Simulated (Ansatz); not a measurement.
**SiH2Cl (chlorosilyl radical): UBCCD(T)/STO-3G**

Aim: the vertical doublet–quartet gap of SiH2Cl (chlorosilyl radical) at UBCCD(T)/STO-3G, from 2 runs. 

The calculation is run with Ansatz 0.2.0.

52 further runs of the same task are left out: 52 set aside as unsound or not needed.

## 1. The molecule

The species is SiH2Cl (4 atoms), meant as a doublet with charge 0. SMILES: `[SiH2]Cl`. The coordinates come from a GFN2-xTB relaxation.

Bond lengths: Si1–Cl2 2.022 Å, Si1–H3 1.451 Å, Si1–H4 1.451 Å. Angles: Cl2–Si1–H3 110.3°, Cl2–Si1–H4 110.2°, H3–Si1–H4 114.9°.

## 2. The energy at UBCCD(T)/STO-3G

File input.yaml:

```yaml
crystal:
  periodic: [false, false, false]
  atoms:
    - {symbol: Si, position_ang: [-0.283580, 0.237700, 0.131590]}
    - {symbol: Cl, position_ang: [1.597690, -0.059610, 0.811090]}
    - {symbol: H, position_ang: [-1.065000, -0.978280, 0.263310]}
    - {symbol: H, position_ang: [-0.249110, 0.800200, -1.205980]}
basis:
  gaussian:
    orbitals: STO-3G
magnetization:
  spin_polarized: true
  initial_magnetization: 1
correlation:
  method: bccd_t
  frozen_orbitals: {Cl: 5, H: 0, Si: 5}
accuracy: high
scf:
  omitted_lower_state_checks: [cluster_reference, increment]
```

Launch:

```
$ ansatz run input.yaml --threads 1 --pin off --max-ram 2610MiB --events-out events.jsonl --progress --plain --runs-dir runs
```

The log of the run (excerpt; [...] marks lines left out):

```text
Warning: RAYON_NUM_THREADS=1 ignored (pool sized by the plan → 1); use --threads N
Functional definition: HF
  name "HF"
[...]
341 factors; integrals over basis functions are off by at most 3.1e-9 eV
[...]
mean field -20172.90308325 eV, -741.3405146245 hartree, gradient 7.0e-8 eV, S^2 0.751516; 0 other end points of the search recorded, 0 dependent functions left out
10 core orbitals not correlated: weight in the atoms' cores, before any rotation towards them, 1.000 or more for the frozen orbitals, at most 0.000 for the correlated occupied ones
reference -20172.90308325 eV, -741.3405146245 hartree; 7, 6 occupied and 3, 4 virtual orbitals, 341 factors
second order -0.89330596 eV of doubles, -0.00000000 eV of singles
cycle   1  -1.15665500 eV  change   -2.6e-1 eV  update   4.6e-2
[...]
cycle  19  -1.30845583 eV  change   4.3e-10 eV  update   1.4e-9
perturbative correction -0.01883689 eV, -0.0006922429 hartree
Total energy: -20174.23037597 eV, -741.3892917323 hartree
Checks for a lower state left out: cluster_reference, increment
```

Run time: 0.32 s. Hardware: 1 thread of AMD EPYC 7R43 (Zen 3), shared host.

## 3. The quartet, same level

File run.yaml:

```yaml
crystal:
  periodic: [false, false, false]
  atoms:
    - symbol: Si
      position_ang: [-0.283580, 0.237700, 0.131590]
    - symbol: Cl
      position_ang: [1.597690, -0.059610, 0.811090]
    - symbol: H
      position_ang: [-1.065000, -0.978280, 0.263310]
    - symbol: H
      position_ang: [-0.249110, 0.800200, -1.205980]
basis:
  gaussian:
    orbitals: STO-3G
scf:
  omitted_lower_state_checks: [cluster_reference, increment]
accuracy: high
correlation:
  method: bccd_t
  frozen_orbitals: {Cl: 5, H: 0, Si: 5}
magnetization:
  spin_polarized: true
  initial_magnetization: 3
```

Launch:

```
$ ansatz run run.yaml --threads 1 --pin off --max-ram 2610MiB --events-out events.jsonl --progress --plain --runs-dir runs
```

The log of the run (excerpt; [...] marks lines left out):

```text
Warning: RAYON_NUM_THREADS=1 ignored (pool sized by the plan → 1); use --threads N
Functional definition: HF
  name "HF"
[...]
341 factors; integrals over basis functions are off by at most 3.1e-9 eV
[...]
mean field -20162.92486534 eV, -740.9738218798 hartree, gradient 2.9e-8 eV, S^2 3.751237; 9 other end points of the search recorded, 0 dependent functions left out
10 core orbitals not correlated: weight in the atoms' cores, before any rotation towards them, 1.000 or more for the frozen orbitals, at most 0.000 for the correlated occupied ones
reference -20162.92486534 eV, -740.9738218798 hartree; 8, 5 occupied and 2, 5 virtual orbitals, 341 factors
second order -0.68124042 eV of doubles, -0.00000000 eV of singles
cycle   1  -0.93204832 eV  change   -2.5e-1 eV  update   4.8e-2
[...]
cycle  38  -1.14532098 eV  change   3.0e-10 eV  update   1.6e-9
perturbative correction -0.01266417 eV, -0.0004653998 hartree
Total energy: -20164.08285049 eV, -741.0163770492 hartree
Checks for a lower state left out: cluster_reference, increment
```

Wall time 0.65 s (1 thread of AMD EPYC 7R43 (Zen 3), shared host).

## 4. Summary of results

Level: UBCCD(T)/STO-3G, 10 core orbitals frozen.

| quantity | value |
| --- | --- |
| doublet: total energy | -741.38929 Eh |
| doublet: correlation energy (10 core orbitals frozen) | -48.8 mEh |
| doublet: (T) correction | -0.69 mEh |
| doublet: ⟨S²⟩ of the reference determinant | 0.752 |
| quartet: total energy | -741.01638 Eh |
| quartet: correlation energy (10 core orbitals frozen) | -42.6 mEh |
| quartet: (T) correction | -0.47 mEh |
| quartet: ⟨S²⟩ of the reference determinant | 3.751 |
| vertical energy of the quartet above the doublet | 10.148 eV |

At this shape the quartet lies 10.15 eV (234 kcal/mol) above the doublet. In a minimal basis such a difference can be off by several eV, whatever the method. The triples (doublet) make up 1.4 % of the correlation energy. The triples (quartet) make up 1.1 % of the correlation energy.
